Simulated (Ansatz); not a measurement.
Ansatz (a program for electronic structure) input (B3LYP-D3(BJ)/def2-TZVP):

Ansatz 0.2 input:
```yaml
crystal:
  periodic: [false, false, false]
  atoms:
    - {symbol: C, position_ang: [0.00780358, 0.53696486, -0.00372461]}
    - {symbol: C, position_ang: [0.00985896, -0.18844531, 1.29236932]}
    - {symbol: C, position_ang: [0.01042448, -0.20636333, -1.28962507]}
    - {symbol: H, position_ang: [-0.19667664, 1.60001769, -0.01114656]}
    - {symbol: H, position_ang: [0.17924347, 0.48020137, 2.13732987]}
    - {symbol: H, position_ang: [0.18018110, 0.45049265, -2.14370979]}
    - {symbol: H, position_ang: [-0.94627277, -0.70455808, 1.47473043]}
    - {symbol: H, position_ang: [0.78002945, -0.96799317, 1.31426117]}
    - {symbol: H, position_ang: [0.78060211, -0.98613760, -1.30035846]}
    - {symbol: H, position_ang: [-0.94562886, -0.72496020, -1.46522451]}
basis:
  gaussian:
    orbitals: def2-TZVP
hamiltonian:
  xc: b3lyp
  dispersion: d3bj
magnetization: {spin_polarized: true, initial_magnetization: 1}
phonons: {temperatures: {t_min: 298.15, t_max: 298.15, t_step: 100}}
```

Output:

```
Functional definition: B3LYP
integrals: 0.04 GiB planned
848 factors; their error is unknown
mean field: 0.55 GiB planned
mean field evaluation 1: about -3215.5938 eV, gradient 4.5e1 eV
mean field evaluation 2: about -3209.9286 eV, gradient 5.4e1 eV
mean field evaluation 4: about -3225.2762 eV, gradient 2.3e0 eV
mean field evaluation 8: about -3225.2799 eV, gradient 5.2e-2 eV
mean field evaluation 16: about -3225.2799 eV, gradient 1.9e-5 eV
mean field -3225.27993678 eV, -118.5268515035 hartree, gradient 1.8e-5 eV, S^2 0.754199; 0 other end points of the search recorded, 0 dependent functions left out
the calculation of the forces begins
reference -3225.28019699 eV, -118.5268610658 hartree; 13, 12 occupied and 122, 123 virtual orbitals, 848 factors
these checks for a lower state are left out or cut short: stability, starts, cluster_reference, orbital_swaps, neighbouring_geometries, increment
integrals: 0.04 GiB planned
848 factors; their error is unknown
mean field: 0.55 GiB planned
mean field -3225.27976056 eV, -118.5268450276 hartree, gradient 2.2e-6 eV, S^2 0.754193; 0 other end points of the search recorded, 0 dependent functions left out
the calculation of the forces begins
reference -3225.28002070 eV, -118.5268545872 hartree; 13, 12 occupied and 122, 123 virtual orbitals, 848 factors
these checks for a lower state are left out or cut short: stability, starts, cluster_reference, orbital_swaps, neighbouring_geometries, increment
integrals: 0.04 GiB planned
848 factors; their error is unknown
mean field: 0.55 GiB planned
mean field evaluation 32: about -3225.2797 eV, gradient 2.2e-6 eV
mean field -3225.27974498 eV, -118.5268444547 hartree, gradient 2.2e-6 eV, S^2 0.754204; 0 other end points of the search recorded, 0 dependent functions left out
the calculation of the forces begins
reference -3225.28000525 eV, -118.5268540197 hartree; 13, 12 occupied and 122, 123 virtual orbitals, 848 factors
these checks for a lower state are left out or cut short: stability, starts, cluster_reference, orbital_swaps, neighbouring_geometries, increment
integrals: 0.04 GiB planned
848 factors; their error is unknown
mean field: 0.55 GiB planned
mean field -3225.27984464 eV, -118.5268481172 hartree, gradient 2.2e-6 eV, S^2 0.754196; 0 other end points of the search recorded, 0 dependent functions left out
the calculation of the forces begins
reference -3225.28010485 eV, -118.5268576799 hartree; 13, 12 occupied and 122, 123 virtual orbitals, 848 factors
these checks for a lower state are left out or cut short: stability, starts, cluster_reference, orbital_swaps, neighbouring_geometries, increment
integrals: 0.04 GiB planned
848 factors; their error is unknown
mean field: 0.55 GiB planned
mean field -3225.27984496 eV, -118.5268481292 hartree, gradient 2.2e-6 eV, S^2 0.754202; 0 other end points of the search recorded, 0 dependent functions left out
the calculation of the forces begins
reference -3225.28010516 eV, -118.5268576912 hartree; 13, 12 occupied and 122, 123 virtual orbitals, 848 factors
these checks for a lower state are left out or cut short: stability, starts, cluster_reference, orbital_swaps, neighbouring_geometries, increment
integrals: 0.04 GiB planned
848 factors; their error is unknown
mean field: 0.55 GiB planned
mean field -3225.27979128 eV, -118.5268461562 hartree, gradient 2.2e-6 eV, S^2 0.754205; 0 other end points of the search recorded, 0 dependent functions left out
the calculation of the forces begins
reference -3225.28005144 eV, -118.5268557173 hartree; 13, 12 occupied and 122, 123 virtual orbitals, 848 factors
these checks for a lower state are left out or cut short: stability, starts, cluster_reference, orbital_swaps, neighbouring_geometries, increment
integrals: 0.04 GiB planned
[...]
integrals: 0.04 GiB planned
848 factors; their error is unknown
mean field: 0.55 GiB planned
mean field -3225.27989061 eV, -118.5268498065 hartree, gradient 2.2e-6 eV, S^2 0.754199; 0 other end points of the search recorded, 0 dependent functions left out
the calculation of the forces begins
reference -3225.28015086 eV, -118.5268593708 hartree; 13, 12 occupied and 122, 123 virtual orbitals, 848 factors
these checks for a lower state are left out or cut short: stability, starts, cluster_reference, orbital_swaps, neighbouring_geometries, increment
integrals: 0.04 GiB planned
848 factors; their error is unknown
mean field: 0.55 GiB planned
mean field evaluation 160: about -3225.2798 eV, gradient 2.1e-6 eV
mean field -3225.27984894 eV, -118.5268482754 hartree, gradient 2.2e-6 eV, S^2 0.754198; 0 other end points of the search recorded, 0 dependent functions left out
the calculation of the forces begins
reference -3225.28010909 eV, -118.5268578358 hartree; 13, 12 occupied and 122, 123 virtual orbitals, 848 factors
these checks for a lower state are left out or cut short: stability, starts, cluster_reference, orbital_swaps, neighbouring_geometries, increment
integrals: 0.04 GiB planned
848 factors; their error is unknown
mean field: 0.55 GiB planned
mean field -3225.27985358 eV, -118.5268484459 hartree, gradient 2.2e-6 eV, S^2 0.754195; 0 other end points of the search recorded, 0 dependent functions left out
the calculation of the forces begins
reference -3225.28011377 eV, -118.5268580075 hartree; 13, 12 occupied and 122, 123 virtual orbitals, 848 factors
these checks for a lower state are left out or cut short: stability, starts, cluster_reference, orbital_swaps, neighbouring_geometries, increment
integrals: 0.04 GiB planned
848 factors; their error is unknown
mean field: 0.55 GiB planned
mean field -3225.27987096 eV, -118.5268490845 hartree, gradient 2.2e-6 eV, S^2 0.754202; 0 other end points of the search recorded, 0 dependent functions left out
the calculation of the forces begins
reference -3225.28013118 eV, -118.5268586474 hartree; 13, 12 occupied and 122, 123 virtual orbitals, 848 factors
these checks for a lower state are left out or cut short: stability, starts, cluster_reference, orbital_swaps, neighbouring_geometries, increment
integrals: 0.04 GiB planned
848 factors; their error is unknown
mean field: 0.55 GiB planned
mean field -3225.27989876 eV, -118.5268501062 hartree, gradient 2.2e-6 eV, S^2 0.754196; 0 other end points of the search recorded, 0 dependent functions left out
the calculation of the forces begins
reference -3225.28015894 eV, -118.5268596677 hartree; 13, 12 occupied and 122, 123 virtual orbitals, 848 factors
these checks for a lower state are left out or cut short: stability, starts, cluster_reference, orbital_swaps, neighbouring_geometries, increment
integrals: 0.04 GiB planned
848 factors; their error is unknown
mean field: 0.55 GiB planned
mean field -3225.27991369 eV, -118.5268506549 hartree, gradient 2.2e-6 eV, S^2 0.754201; 0 other end points of the search recorded, 0 dependent functions left out
the calculation of the forces begins
reference -3225.28017392 eV, -118.5268602181 hartree; 13, 12 occupied and 122, 123 virtual orbitals, 848 factors
these checks for a lower state are left out or cut short: stability, starts, cluster_reference, orbital_swaps, neighbouring_geometries, increment
integrals: 0.04 GiB planned
848 factors; their error is unknown
mean field: 0.55 GiB planned
mean field evaluation 192: about -3225.2796 eV, gradient 3.3e-1 eV
mean field -3225.27994483 eV, -118.5268517991 hartree, gradient 2.2e-6 eV, S^2 0.754199; 0 other end points of the search recorded, 0 dependent functions left out
the calculation of the forces begins
reference -3225.28020507 eV, -118.5268613629 hartree; 13, 12 occupied and 122, 123 virtual orbitals, 848 factors
these checks for a lower state are left out or cut short: stability, starts, cluster_reference, orbital_swaps, neighbouring_geometries, increment
integrals: 0.04 GiB planned
848 factors; their error is unknown
mean field: 0.55 GiB planned
mean field -3225.27989645 eV, -118.5268500213 hartree, gradient 2.2e-6 eV, S^2 0.754198; 0 other end points of the search recorded, 0 dependent functions left out
the calculation of the forces begins
reference -3225.28015662 eV, -118.5268595822 hartree; 13, 12 occupied and 122, 123 virtual orbitals, 848 factors
these checks for a lower state are left out or cut short: stability, starts, cluster_reference, orbital_swaps, neighbouring_geometries, increment
integrals: 0.04 GiB planned
848 factors; their error is unknown
mean field: 0.55 GiB planned
mean field -3225.27988907 eV, -118.5268497500 hartree, gradient 2.2e-6 eV, S^2 0.754199; 0 other end points of the search recorded, 0 dependent functions left out
the calculation of the forces begins
reference -3225.28014930 eV, -118.5268593135 hartree; 13, 12 occupied and 122, 123 virtual orbitals, 848 factors
these checks for a lower state are left out or cut short: stability, starts, cluster_reference, orbital_swaps, neighbouring_geometries, increment
integrals: 0.04 GiB planned
848 factors; their error is unknown
mean field: 0.55 GiB planned
mean field -3225.27987296 eV, -118.5268491582 hartree, gradient 2.2e-6 eV, S^2 0.754199; 0 other end points of the search recorded, 0 dependent functions left out
the calculation of the forces begins
reference -3225.28013314 eV, -118.5268587193 hartree; 13, 12 occupied and 122, 123 virtual orbitals, 848 factors
these checks for a lower state are left out or cut short: stability, starts, cluster_reference, orbital_swaps, neighbouring_geometries, increment
integrals: 0.04 GiB planned
848 factors; their error is unknown
mean field: 0.55 GiB planned
mean field evaluation 224: about -3225.2799 eV, gradient 2.2e-6 eV
mean field -3225.27987055 eV, -118.5268490694 hartree, gradient 2.2e-6 eV, S^2 0.754197; 0 other end points of the search recorded, 0 dependent functions left out
the calculation of the forces begins
reference -3225.28013072 eV, -118.5268586305 hartree; 13, 12 occupied and 122, 123 virtual orbitals, 848 factors
these checks for a lower state are left out or cut short: stability, starts, cluster_reference, orbital_swaps, neighbouring_geometries, increment
integrals: 0.04 GiB planned
848 factors; their error is unknown
mean field: 0.55 GiB planned
mean field -3225.27989052 eV, -118.5268498033 hartree, gradient 2.2e-6 eV, S^2 0.754200; 0 other end points of the search recorded, 0 dependent functions left out
the calculation of the forces begins
reference -3225.28015075 eV, -118.5268593668 hartree; 13, 12 occupied and 122, 123 virtual orbitals, 848 factors
these checks for a lower state are left out or cut short: stability, starts, cluster_reference, orbital_swaps, neighbouring_geometries, increment
integrals: 0.04 GiB planned
848 factors; their error is unknown
mean field: 0.55 GiB planned
mean field -3225.27994418 eV, -118.5268517755 hartree, gradient 2.2e-6 eV, S^2 0.754199; 0 other end points of the search recorded, 0 dependent functions left out
the calculation of the forces begins
reference -3225.28020441 eV, -118.5268613386 hartree; 13, 12 occupied and 122, 123 virtual orbitals, 848 factors
these checks for a lower state are left out or cut short: stability, starts, cluster_reference, orbital_swaps, neighbouring_geometries, increment
integrals: 0.04 GiB planned
848 factors; their error is unknown
mean field: 0.55 GiB planned
mean field -3225.27989930 eV, -118.5268501262 hartree, gradient 2.2e-6 eV, S^2 0.754198; 0 other end points of the search recorded, 0 dependent functions left out
the calculation of the forces begins
reference -3225.28015949 eV, -118.5268596877 hartree; 13, 12 occupied and 122, 123 virtual orbitals, 848 factors
Total energy: -3225.52008576 eV, -118.5356768157 hartree
Atom 0 at     0.007804     0.536965    -0.003725 Å, force     0.000022    -0.000795     0.000006 eV/Å
Atom 1 at     0.009859    -0.188445     1.292369 Å, force    -0.000097     0.000199     0.000611 eV/Å
Atom 2 at     0.010424    -0.206363    -1.289625 Å, force    -0.000096     0.000191    -0.000614 eV/Å
Atom 3 at    -0.196677     1.600018    -0.011147 Å, force     0.000033     0.000291    -0.000002 eV/Å
Atom 4 at     0.179243     0.480201     2.137330 Å, force    -0.000042    -0.000097     0.000145 eV/Å
Atom 5 at     0.180181     0.450493    -2.143710 Å, force    -0.000042    -0.000099    -0.000143 eV/Å
Atom 6 at    -0.946273    -0.704558     1.474730 Å, force     0.000180     0.000058    -0.000285 eV/Å
Atom 7 at     0.780029    -0.967993     1.314261 Å, force    -0.000068     0.000093    -0.000239 eV/Å
Atom 8 at     0.780602    -0.986138    -1.300358 Å, force    -0.000068     0.000096     0.000237 eV/Å
Atom 9 at    -0.945629    -0.724960    -1.465225 Å, force     0.000180     0.000062     0.000284 eV/Å
Dipole moment:    -0.032263    -0.024000     0.000159 e Å
Vibrations: 109.45 113.38 349.21 390.83 889.15 941.86 949.27 1029.69 1148.09 1182.86 1371.21 1409.96 1413.24 1467.02 1475.62 1477.68 1489.96 2938.35 2942.36 3011.81 3013.06 3089.13 3090.27 3175.06 cm⁻¹, zero-point energy 2.384744 eV
```

It need not be the lowest isomer of its formula.
